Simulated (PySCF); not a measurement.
**Name the molecule from its bond curve**

A diatomic of charge +1 contains Na. Its doublet curve at PBE0 in a double-zeta basis (no relativity, PySCF), in eV from the separated fragments:

```json
{"R (Å)": "2.100", "E (eV)": "-0.182"}
{"R (Å)": "2.198", "E (eV)": "-0.243"}
{"R (Å)": "2.296", "E (eV)": "-0.272"}
{"R (Å)": "2.369", "E (eV)": "-0.281"}
{"R (Å)": "2.442", "E (eV)": "-0.283"}
{"R (Å)": "2.515", "E (eV)": "-0.280"}
{"R (Å)": "2.613", "E (eV)": "-0.271"}
{"R (Å)": "2.735", "E (eV)": "-0.256"}
{"R (Å)": "2.882", "E (eV)": "-0.235"}
{"R (Å)": "3.077", "E (eV)": "-0.204"}
```

The fit gives ωe = 157 cm⁻¹ and the rotational constant Bₑ = 0.2743 cm⁻¹.

Question: Which atom is the partner?

Answer: The minimum lies at 2.431 Å, so the reduced mass is 16.8576 u Å² cm⁻¹/(Bₑ·Re²) = 10.40 u. With Na at 22.99 u the partner weighs about 19.0 u: F. The molecule is NaF⁺.

The state is the lowest determinant that a PBE0 search found; another state may lie lower at other levels.
